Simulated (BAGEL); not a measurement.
# C2H3F2N (SMILES F/C=N\CF) at HF/STO-3G (density fitting with qzvpp-jkfit)

Aim: the vertical ionisation energy of C2H3F2N at HF/STO-3G (density fitting with qzvpp-jkfit), from 2 runs. 

Program for the calculation: BAGEL 1.2.2.

2 further runs of the same task are left out: 2 set aside as unsound or not needed.

### 1 Starting point

The species is C2H3F2N (8 atoms), meant as a singlet with charge 0. As SMILES, `F/C=N\CF`. The shape is that of a PBE0-D4/def2-TZVP optimisation. This is one conformer, not always the lowest.

Bond lengths: F1–C2 1.335 Å, C2–N3 1.239 Å, N3–C4 1.409 Å, C4–F5 1.379 Å, C2–H6 1.087 Å, C4–H7 1.095 Å, C4–H8 1.095 Å. Angles: F1–C2–N3 126.7°, C2–N3–C4 128.4°, N3–C4–F5 116.3°, F1–C2–H6 110.8°, N3–C2–H6 122.5°, N3–C4–H7 108.1°, N3–C4–H8 108.1°, F5–C4–H7 107.5°, F5–C4–H8 107.5°, H7–C4–H8 109.2°.

### 2 The energy at HF/STO-3G (density fitting with qzvpp-jkfit)

The input, input.json:

```json
{ "bagel" : [

{
  "title" : "molecule",
  "basis" : "sto-3g",
  "df_basis" : "qzvpp-jkfit",
  "angstrom" : true,
  "geometry" : [
    { "atom" : "F", "xyz" : [   -1.098000,    1.596800,   -0.144400 ] },
    { "atom" : "C", "xyz" : [   -0.739500,    0.729600,    0.805700 ] },
    { "atom" : "N", "xyz" : [    0.001900,   -0.254300,    0.669300 ] },
    { "atom" : "C", "xyz" : [    0.648200,   -0.708100,   -0.497600 ] },
    { "atom" : "F", "xyz" : [    0.433400,    0.032200,   -1.641000 ] },
    { "atom" : "H", "xyz" : [   -1.190600,    0.993000,    1.758900 ] },
    { "atom" : "H", "xyz" : [    0.310400,   -1.729700,   -0.698300 ] },
    { "atom" : "H", "xyz" : [    1.726200,   -0.716500,   -0.308200 ] }
  ]
},
{ "title" : "hf" },
{ "title" : "print", "file" : "orbitals.molden", "orbitals" : true }

]}
```

Run with:

```sh
$ BAGEL_NUM_THREADS=1 BAGEL input.json > input.out
```

The log of the run:

```text
* using 1 threads per process

  ===============================================================
  ===============================================================

  *** Geometry ***

  { "atom" : "F", "xyz" : [     -2.074919,      3.017515,     -0.272876 ] },
  { "atom" : "C", "xyz" : [     -1.397452,      1.378744,      1.522552 ] },
  { "atom" : "N", "xyz" : [      0.003590,     -0.480557,      1.264794 ] },
  { "atom" : "C", "xyz" : [      1.224920,     -1.338115,     -0.940328 ] },
  { "atom" : "F", "xyz" : [      0.819007,      0.060849,     -3.101041 ] },
  { "atom" : "H", "xyz" : [     -2.249908,      1.876498,      3.323839 ] },
  { "atom" : "H", "xyz" : [      0.586571,     -3.268659,     -1.319596 ] },
  { "atom" : "H", "xyz" : [      3.262045,     -1.353989,     -0.582414 ] },

  Number of auxiliary basis functions:      435

  Since a DF basis is specified, we compute 2- and 3-index integrals:
    o Being stored without compression. Storage requirement is 0.003 GB

  Number of basis functions:       28
  Number of electrons      :       40

    * METHOD: MOLECULE                             0.11

  *** RHF ***

  === Nuclear Repulsion ===
   177.2722584436

      * DIIS with orbital gradients will be used.

  === RHF iteration (sto-3g) ===
      0       -326.15977847          0.02497427           0.01
      1       -326.30067028          0.00794407           0.01
      2       -326.31410417          0.00206622           0.01
      3       -326.31577125          0.00087489           0.01
      4       -326.31613387          0.00020715           0.01
      5       -326.31616478          0.00003442           0.01
      6       -326.31616557          0.00000887           0.01
      7       -326.31616561          0.00000200           0.01
      8       -326.31616561          0.00000055           0.01
      9       -326.31616561          0.00000025           0.01
     10       -326.31616561          0.00000009           0.01
     11       -326.31616561          0.00000002           0.01
     12       -326.31616561          0.00000001           0.01
    * SCF iteration converged.

    * Permanent dipole moment:
           (   -0.024080,     0.108939,    -0.195979) a.u.

    * METHOD: HF                                   0.22

    * METHOD: PRINT                                0.00

  ===============================================================
```

Run time: 0.48 s. Hardware: 1 thread of Arm Neoverse V2, shared host; peak memory 0.081 GiB.

### 3 The doublet cation at the same level

The input, input.json:

```json
{ "bagel" : [

{
  "title" : "molecule",
  "basis" : "sto-3g",
  "df_basis" : "qzvpp-jkfit",
  "angstrom" : true,
  "geometry" : [
    { "atom" : "F", "xyz" : [      -1.098000,       1.596800,      -0.144400 ] },
    { "atom" : "C", "xyz" : [      -0.739500,       0.729600,       0.805700 ] },
    { "atom" : "N", "xyz" : [       0.001900,      -0.254300,       0.669300 ] },
    { "atom" : "C", "xyz" : [       0.648200,      -0.708100,      -0.497600 ] },
    { "atom" : "F", "xyz" : [       0.433400,       0.032200,      -1.641000 ] },
    { "atom" : "H", "xyz" : [      -1.190600,       0.993000,       1.758900 ] },
    { "atom" : "H", "xyz" : [       0.310400,      -1.729700,      -0.698300 ] },
    { "atom" : "H", "xyz" : [       1.726200,      -0.716500,      -0.308200 ] }
  ]
},

{ "title" : "uhf", "charge" : 1, "nopen" : 1 },

{ "title" : "print", "file" : "orbitals.molden", "orbitals" : true }

]}
```

Run with:

```sh
$ BAGEL_NUM_THREADS=1 BAGEL input.json > input.out
```

The log of the run:

```text
* using 1 threads per process

  ===============================================================
  ===============================================================

  *** Geometry ***

  { "atom" : "F", "xyz" : [     -2.074919,      3.017515,     -0.272876 ] },
  { "atom" : "C", "xyz" : [     -1.397452,      1.378744,      1.522552 ] },
  { "atom" : "N", "xyz" : [      0.003590,     -0.480557,      1.264794 ] },
  { "atom" : "C", "xyz" : [      1.224920,     -1.338115,     -0.940328 ] },
  { "atom" : "F", "xyz" : [      0.819007,      0.060849,     -3.101041 ] },
  { "atom" : "H", "xyz" : [     -2.249908,      1.876498,      3.323839 ] },
  { "atom" : "H", "xyz" : [      0.586571,     -3.268659,     -1.319596 ] },
  { "atom" : "H", "xyz" : [      3.262045,     -1.353989,     -0.582414 ] },

  Number of auxiliary basis functions:      435

  Since a DF basis is specified, we compute 2- and 3-index integrals:
    o Being stored without compression. Storage requirement is 0.003 GB

  Number of basis functions:       28
  Number of electrons      :       40

    * METHOD: MOLECULE                             0.11

  *** Open-shell HF ***

  === Nuclear Repulsion ===
   177.2722584436

      * DIIS with orbital gradients will be used.

  === UHF iteration (sto-3g) ===
      0       -325.78785677          0.05429259           0.02
      1       -325.95465972          0.02257265           0.02
      2       -325.98153474          0.01041552           0.02
      3       -325.98905170          0.00286525           0.02
      4       -325.99216757          0.00192991           0.02
      5       -325.99412829          0.00105125           0.02
      6       -325.99465258          0.00073205           0.02
      7       -325.99494317          0.00062285           0.02
      8       -325.99533653          0.00049367           0.02
      9       -325.99577939          0.00039236           0.02
     10       -325.99611547          0.00029922           0.02
     11       -325.99631427          0.00009551           0.02
     12       -325.99634125          0.00006727           0.02
     13       -325.99636095          0.00003664           0.02
     14       -325.99636280          0.00002825           0.02
     15       -325.99636531          0.00000914           0.02
     16       -325.99636553          0.00000530           0.03
     17       -325.99636558          0.00000468           0.02
     18       -325.99636559          0.00000479           0.02
     19       -325.99636556          0.00000436           0.02
     20       -325.99636551          0.00000381           0.03
     21       -325.99636549          0.00000256           0.02
     22       -325.99636548          0.00000124           0.02
     23       -325.99636548          0.00000093           0.02
     24       -325.99636548          0.00000083           0.02
     25       -325.99636548          0.00000046           0.02
     26       -325.99636548          0.00000033           0.03
     27       -325.99636548          0.00000021           0.02
     28       -325.99636548          0.00000018           0.02
     29       -325.99636548          0.00000011           0.02
     30       -325.99636548          0.00000007           0.02
     31       -325.99636548          0.00000006           0.03
     32       -325.99636548          0.00000006           0.03
     33       -325.99636548          0.00000006           0.02
     34       -325.99636548          0.00000006           0.02
     35       -325.99636548          0.00000004           0.03
     36       -325.99636548          0.00000002           0.03
     37       -325.99636548          0.00000001           0.02
     38       -325.99636548          0.00000001           0.03
     39       -325.99636548          0.00000001           0.03
    * SCF iteration converged.

    * S^2 (UHF) is 0.8469

    * Permanent dipole moment:
           (    0.517824,    -0.315333,    -1.061425) a.u.

    * METHOD: UHF                                  1.04

    * METHOD: PRINT                                0.00

  ===============================================================
```

Wall time 1.3 s (1 thread of Arm Neoverse V2, shared host); peak memory 0.081 GiB.

### 4 Results

Level: HF/STO-3G (density fitting with qzvpp-jkfit).

| quantity | value |
| --- | --- |
| singlet C2H3F2N: total energy | -326.31617 Eh |
| singlet C2H3F2N: dipole moment | 0.57 D |
| singlet C2H3F2N: HOMO energy | -9.57 eV |
| singlet C2H3F2N: LUMO energy | 7.96 eV |
| singlet C2H3F2N: HOMO–LUMO gap | 17.54 eV |
| doublet cation: total energy | -325.99637 Eh |
| doublet cation: ⟨S²⟩ | 0.847 |
| vertical ionisation energy (to the doublet cation) | 8.702 eV |

**Reading.** The vertical ionisation energy comes to 8.70 eV (201 kcal/mol). The negative HOMO energy of the first species, 9.57 eV, lies 0.87 eV above that difference. In a minimal basis such a difference can be off by several eV, whatever the method.
